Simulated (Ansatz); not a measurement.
A run of Ansatz (development build ahead of 0.2.0) on quartet BSi at this shape:

```xyz
2

B     0.0000    0.0000   -1.0311
Si    0.0000    0.0000    1.0311
```

Its results:

```
Converged                                                          : yes
Reference energy                                                   : -313.32988 hartree
Correlation energy                                                 : -0.11451 hartree
Total energy                                                       : -313.44439 hartree
Spin squared of the determinant                                    : 3.750
Stability test                                                     : minimum among restricted orbitals
Occupied orbitals by symmetry in an Abelian subgroup (alpha; beta) : 7 A1 2 B1 2 B2; 6 A1 1 B1 1 B2
```

Messages of the program:
```
mean field -8526.14045811 eV, -313.3298826100 hartree, gradient 2.9e-6 eV, S^2 3.750000; 4 other ends of a descent, 0 dependent functions left out
```

Task: Which input gives this output? Name the method, the orbitals and the basis set, and write the input.

Result: ROHF-MP2 in def2-SVP.

```yaml
crystal:
  periodic: [false, false, false]
  atoms:
    - { symbol: B, position_ang: [0.0, 0.0, -1.03108] }
    - { symbol: Si, position_ang: [0.0, 0.0, 1.03108] }
basis:
  gaussian: { orbitals: def2-SVP }
magnetization:
  initial_magnetization: 3
hamiltonian:
  xc: hf
correlation:
  method: mp2
  frozen_orbitals: { B: 1, Si: 5 }
```
